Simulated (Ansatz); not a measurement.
**A computed series for AlAs: pressure series**

Consider AlAs in the zinc blende structure (space group F-43m, No. 216).

```
AlAs
1.0
    0.00000     2.86406     2.86406
    2.86406     0.00000     2.86406
    2.86406     2.86406     0.00000
As Al
1 1
Direct
  0.75000   0.75000   0.75000
  0.00000   0.00000   0.00000
```

Cell and atoms are relaxed at each pressure.

Calculations: DFT with PBE, PAW potentials and a 420 eV plane-wave cutoff in Ansatz (a quantum-chemistry and plane-wave program), no SOC, earlier PAW set.

```tsv
pressure (GPa)	volume per atom (Å³/atom)
-2	24.253
-1	23.856
0	23.493
1.8	?
4.2	22.227
9	21.118
30	18.128
45	16.815
60	15.824
```

### Question
Fit the third-order Birch–Murnaghan form P(V) = (3B₀/2)[(V₀/V)^(7/3) − (V₀/V)^(5/3)]·[1 + (3/4)(B₀′ − 4)((V₀/V)^(2/3) − 1)] (squares taken in P) to the rows shown and predict the withheld row.

### Answer
Least squares on the printed values gives V₀ = 23.493 Å³/atom, B₀ = 68.7 GPa, B₀′ = 4.0; this predicts 22.915 Å³/atom, and the run gives 22.906 Å³/atom, 0.009 lower.

Measured bulk modulus of AlAs: 75 GPa (static lattice; corrected from measurement; as listed in Daniel Mejia-Rodriguez, S. B. Trickey, Phys. Rev. B (2018)); the computed value is 8 % below it.

Load acts through the strain it causes; cell and atoms are relaxed under it. Stability against distortions was not tested. Measured, AlAs leaves this structure (for the NiAs type) near 12 GPa (temperature not stated; as listed in Datta, Sujoy, Jana, Debnarayan, arXiv (2020)), on rising pressure, with hysteresis.
